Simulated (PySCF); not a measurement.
Simulated N 1s region for `NC#N` (CH2N2), binding energy against the vacuum level.

Every computed line was given a Gaussian of 1.0 eV full width at half maximum and an area set by the number of equivalent atoms; the highest printed point is 100. Level of theory: delta-SCF UKS SCAN, pcX-2 on the ionised atom, pcseg-1 elsewhere, spin-free X2C (PySCF).

```tsv
binding energy (eV)	intensity
403.5	0
403.6	1
403.7	1
403.8	2
403.9	4
404.0	7
404.1	12
404.2	19
404.3	29
404.4	40
404.5	54
404.6	68
404.7	81
404.8	92
404.9	99
405.0	100
405.1	96
405.2	87
405.3	74
405.4	60
405.5	46
405.6	34
405.7	23
405.8	15
405.9	9
406.0	5
406.1	3
406.2	2
406.3	1
406.4	1
406.5	2
406.6	4
406.7	7
406.8	11
406.9	18
407.0	27
407.1	38
407.2	52
407.3	66
407.4	80
407.5	91
407.6	98
407.7	100
407.8	97
407.9	88
408.0	76
408.1	62
408.2	48
408.3	35
408.4	24
408.5	16
408.6	10
408.7	6
408.8	3
408.9	2
409.0	1
409.1	0
```

How many maxima does the curve show, and how many computed lines lie under it?

The curve has 2 maxima (at 405.0 and 407.7 eV). Under it lie 2 lines from 2 inequivalent nitrogen sites.

Decompose the envelope and assign each component. Numbering: `[N:1]#[C:2][NH2:3]`.

| position (eV) | relative area | line | atoms | environment |
| --- | --- | --- | --- | --- |
| 404.97 | 1 | N 1s | N1 | cyano nitrogen |
| 407.69 | 1 | N 1s | N3 | nitrogen bonded to C and 2 H |

Above which line width would these two lines show one maximum?

Two equal Gaussians merge once their distance is under 2σ = FWHM/1.177. With 2.71 eV between them that is a full width over 3.19 eV.

Lowest listed N 1s: N1, bonded to C (triple bond). Highest, 2.72 eV above it: N3, bonded to C and 2 H. Summing the Pauling electronegativity differences to the bonded atoms, each weighted by its formal bond order, gives -1.47 for the lowest site and -2.17 for the highest; the largest sum, -1.47, belongs to N1, 2.72 eV below the top. The smallest sum, -2.17, belongs to N3, 2.72 eV above the lowest.

The curve has no shake-up lines and no vibrational structure. Isolated species at its GFN2-xTB geometry, gas phase.
